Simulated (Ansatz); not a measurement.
Input file:

```yaml
crystal:
  periodic: [false, false, false]
  atoms:
    - {symbol: S, position_ang: [0.000000, 0.000000, -1.580500]}
    - {symbol: N, position_ang: [0.000000, 0.000000, -0.005800]}
    - {symbol: Si, position_ang: [0.000000, 0.000000, 1.586300]}
basis:
  gaussian: {orbitals: cc-pVDZ}
total_charge: 1
magnetization: {spin_polarized: false, initial_magnetization: 2}
correlation: {method: fic_mrcisd_q, electrons: outside_noble_gas, active_space: {window: {electrons: 12, orbitals: 11}, shells: [{species: "N", l: s, shell: 2}, {species: "N", l: p, shell: 2}, {species: S, l: p, shell: 3}, {species: Si, l: s, shell: 3}, {species: Si, l: p, shell: 3}]}}
```

```sh
$ ansatz run in.yaml --threads 1 --pin off --events-out ev --progress --plain --max-ram 2393MiB
```

Log:

```
940 factors; integrals over basis functions are off by at most 1.5e-7 eV
mean field evaluation 1: about -20147.7473 eV, gradient 4.6e1 eV
mean field evaluation 2: about -20147.7573 eV, gradient 4.6e1 eV
mean field evaluation 4: about -20152.5011 eV, gradient 7.3e0 eV
mean field evaluation 8: about -20152.7107 eV, gradient 1.3e-1 eV
mean field evaluation 16: about -20148.1465 eV, gradient 8.5e0 eV
mean field -20152.71104859 eV, -740.5984710375 hartree, gradient 3.0e-6 eV, S^2 2.000000; 0 other end points of the search recorded, 0 dependent functions left out
reference -20152.71104859 eV, -740.5984710375 hartree; 19, 17 occupied and 31, 33 virtual orbitals, 940 factors
state -20156.36922494 eV, -740.7329065389 hartree
contracted CI cycle   1: correlation 0.00000000 eV, 0.0000000000 hartree, residual 2.09e1 eV
contracted CI cycle   2: correlation -5.59082129 eV, -0.2054588929 hartree, residual 4.22e0 eV
contracted CI cycle   3: correlation -5.84779079 eV, -0.2149023478 hartree, residual 1.17e0 eV
contracted CI cycle   4: correlation -5.86819172 eV, -0.2156520683 hartree, residual 3.88e-1 eV
contracted CI cycle   5: correlation -5.87015754 eV, -0.2157243107 hartree, residual 1.20e-1 eV
contracted CI cycle   6: correlation -5.87033937 eV, -0.2157309929 hartree, residual 3.54e-2 eV
contracted CI cycle   7: correlation -5.87035526 eV, -0.2157315767 hartree, residual 1.03e-2 eV
contracted CI cycle   8: correlation -5.87035660 eV, -0.2157316260 hartree, residual 2.72e-3 eV
contracted CI cycle   9: correlation -5.87035670 eV, -0.2157316295 hartree, residual 7.87e-4 eV
state -20156.36922494 eV, -740.7329065389 hartree; corrected -20162.82031821 eV, -740.9699798437 hartree
Total energy: -20162.82031821 eV, -740.9699798437 hartree
Checks for a lower state left out: starts, orbital_swaps
```

For the same geometry and basis UCCSDT(Q) lies 150.7 meV lower.

Ran on 1 thread of AMD EPYC, shared host: 60 s wall, 0.96 GiB peak host memory.
